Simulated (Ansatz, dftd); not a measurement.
System: C₂H₄Cl, charge 0, doublet. C2H4Cl (SMILES C(Cl)[CH2], doublet).
B3LYP-D3(BJ)/def2-TZVP minimum from Ansatz (a first-principles code):
```
C
H 1 1.0854
H 1 1.0854 2 110.78
C 1 1.4545 2 113.91 3 -129.98
H 4 1.0807 1 120.31 2 -31.97
H 4 1.0807 5 118.26 1 167.92
Cl 1 1.8760 2 103.74 3 110.75
```
Charge 0, spin multiplicity 2.

Quantity: atomisation energy (electronic, to ground-state atoms), in kcal/mol. Open shells are spin-unrestricted; no spin-orbit coupling. Cores are frozen in correlated methods. Rows without X2C or -DK are non-relativistic. CBS(X,Y): correlation extrapolated as X^-3, Hartree-Fock from the larger set. A bracket is a step between two methods taken in the basis named. Functionals run without relativity, which enters their misses. Double hybrids freeze cores in their MP2 part. '+ core + X2C': CCSD(T) terms for core correlation (cc-pwCVTZ, 1s frozen past Ne) and scalar relativity (cc-pVTZ-DK). For partners of very few electrons the exact lower level stands in for a higher one.

Compared with CCSD(T)/CBS(cc-pV(T+d)Z,cc-pV(Q+d)Z) + [CCSDT(Q) - CCSD(T)]/cc-pV(D+d)Z + core + X2C (Ansatz): 584.1 kcal/mol.

Costs are rough ratios of core time, to one figure, on one kind of shared machine, summed over the single points of the molecules; atoms, geometries and frequencies are left out. The first row took roughly 7 core seconds; short runs hold start-up time.

```json
[
 {"level": "PBE-D3(BJ)/def2-TZVPD", "program": "Ansatz + dftd3", "cost relative to the first row": "1", "difference (kcal/mol)": "14.9"},
 {"level": "PBE-D4/def2-TZVPD", "program": "Ansatz + dftd4", "cost relative to the first row": "1", "difference (kcal/mol)": "14.6"},
 {"level": "PBE/def2-TZVPD", "program": "Ansatz", "cost relative to the first row": "1", "difference (kcal/mol)": "12.2"},
 {"level": "B2PLYP-D4/def2-TZVPD", "program": "Ansatz + dftd4", "cost relative to the first row": "2", "difference (kcal/mol)": "-6.4"},
 {"level": "wB97M-V/def2-TZVPD", "program": "Ansatz", "cost relative to the first row": "3", "difference (kcal/mol)": "0.0"},
 {"level": "CCSD(T)/cc-pV(T+d)Z", "program": "Ansatz", "cost relative to the first row": "10", "difference (kcal/mol)": "-16.4"},
 {"level": "CCSDT(Q)/cc-pV(D+d)Z", "program": "Ansatz", "cost relative to the first row": "100", "difference (kcal/mol)": "-44.9"}
]
```

The dearest row costs roughly 100 times the first. Costs within a factor of two don't rank. The table holds for this case alone.
